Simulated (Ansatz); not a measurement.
2H WSe₂ was calculated with r²SCAN+rVV10 in Ansatz (plane waves, PAW).

Settings: plane-wave cutoff 600 eV, 12×12×4 k mesh (along the axes of the cell as run), finite displacements, no spin polarisation, scalar-relativistic PAW data made under PBE.

Computed at the level's own relaxed cell.

WSe$_{2}$ has the hexagonal space group P6₃/mmc (No. 194), Pearson symbol hP6. Cell: a = b = 3.2998 Å, c = 13.1497 Å, α = β = 90.00°, γ = 120.00°. W on 2c is surrounded by 6 Se at 2.530 Å (trigonal prismatic). Se on 4f is coordinated by 3 W at 2.530 Å (trigonal pyramidal). (Neighbours: up to the widest gap in distance over summed covalent radii, below 1.35, at either atom; cation-cation and far metal-metal contacts left out.)

Harmonic phonon frequencies (cm⁻¹; i marks an imaginary mode; at Γ without the LO shift):

| q point | frequencies |
|---|---|
| Γ | 0 0 0 22 22 37 174 174 176 176 248 248 248 248 251 255 308 310 |

Ansatz is a quantum-chemistry and plane-wave program.
